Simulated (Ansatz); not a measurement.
Elastic constant C11 (GPa) of solids drawn from the class of tetrahedrally bonded semiconductors and semimetals, at two levels: PBE in Ansatz (plane waves, PAW), and r²SCAN (Ansatz, an electronic-structure program, plane waves, PAW).

| solid | PBE | r²SCAN |
|---|---|---|
| wurtzite ZnO | 188 | 210 |
| wurtzite GaN | 324 | 363 |
| zinc-blende BP | 340 | 361 |
| zinc-blende CdS (metastable phase) | 66.6 | 72.8 |
| zinc-blende ZnS | 96.9 | 108 |
| 3C-SiC | 384 | 414 |
| wurtzite BN (high-pressure phase) | 923 | 977 |
| zinc-blende CdSe | 56.5 | ? |
| zinc-blende GaP | 125 | ? |
| zinc-blende GaAs | 99.4 | 117 |

Question: Estimate the withheld r²SCAN values from the other rows.

Answer: One way: carry over the typical ratio. The ratios r²SCAN / PBE of the other rows, in order: 1.059, 1.062, 1.078, 1.093, 1.115, 1.117, 1.120, 1.177; median 1.1040. Zinc-blende CdSe: 56.5 × 1.1040 = 62.4 GPa; the run gives 63.0 GPa. Zinc-blende GaP: 125 × 1.1040 = 138 GPa; the run gives 142 GPa. The ratios spread from 1.059 to 1.177, so such an estimate is rough.

Over all 10 rows r²SCAN is the larger in 10.

Ansatz's runs of these crystals have no spin polarisation.

Each level is taken at its own relaxed cell. Ansatz's density-functional and Hartree–Fock values are scalar-relativistic unless marked +SOC, with PAW data made under PBE.
